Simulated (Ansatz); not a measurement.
## AlClH3Si: where a starting geometry ends

The starting geometry of this gas-phase doublet is a saddle point at PBE0-D3(BJ)/pcseg-1, pushed by 0.25 Å along its imaginary mode; its bonds are those of `[SiH3][Al][Cl]`.

```yaml
atoms:
  - { symbol: Al, position_ang: [-0.5372, -1.8749, 1.6612] }
  - { symbol: Cl, position_ang: [-2.5150, -2.5644, 1.9808] }
  - { symbol: Si, position_ang: [-0.2012, -0.4088, -0.3140] }
  - { symbol: H, position_ang: [0.9937, -0.8955, -1.1000] }
  - { symbol: H, position_ang: [0.1176, 0.9898, 0.1602] }
  - { symbol: H, position_ang: [-1.4160, -0.3633, -1.2330] }
```

Question: Predict what it relaxes into with PBE0-D3(BJ)/pcseg-1.

Answer: It keeps its bonds, and is `[SiH3][Al][Cl]`.

The energy falls by 0.02 eV over 25 steps:

| step | E − E(last) (eV) |
| --- | --- |
| 1 | 0.018 |
| 4 | 0.005 |
| 6 | 0.005 |
| 9 | 0.004 |
| 12 | 0.003 |
| 14 | 0.002 |
| 17 | 0.001 |
| 20 | 0.000 |
| 22 | 0.000 |
| 25 | 0.000 |

Final geometry (Å):

```xyz
6

Al   -0.5820   -2.2786    1.3039
Cl   -2.4581   -2.1175    2.3097
Si   -0.1873   -0.4644   -0.3575
H     1.1318   -0.6401   -1.0361
H    -0.1976    0.8641    0.3301
H    -1.2648   -0.4805   -1.3950
```

Frequencies at the end are all real (lowest 36 cm⁻¹). Open shells are spin-unrestricted. Run with Ansatz 0.2.0, 2.8 min on 1 thread of AMD EPYC 7R43 64-Core Processor (Zen 3) (shared host).
